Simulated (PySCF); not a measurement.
Propane, C3H8, SMILES CCC (B3LYP/def2-SVP optimised geometry):

```
11

C      0.278     0.380     0.000
C     -0.278    -0.375     1.209
C      0.164     0.217     2.549
H     -0.054    -0.071    -0.949
H     -0.050     1.433     0.000
H      1.381     0.380     0.000
H      0.034    -1.433     1.156
H     -1.381    -0.385     1.159
H     -0.250    -0.348     3.400
H      1.263     0.210     2.648
H     -0.168     1.264     2.653
```

Computed with B3LYP/def2-TZVP run with PySCF 2.14.0.

Task: What are the frontier orbital energies and the dipole moment?

Result: HOMO-2 -9.28 eV, HOMO-1 -9.21 eV, HOMO -8.93 eV, LUMO 0.92 eV, LUMO+1 2.03 eV; dipole moment 0.09 D.

Meta-Löwdin charges at B3LYP/def2-TZVP: C1 -0.32, C2 -0.17, C3 -0.32, H4 0.11, H5 0.10, H6 0.10, H7 0.10, H8 0.10, H9 0.11, H10 0.10, H11 0.10.
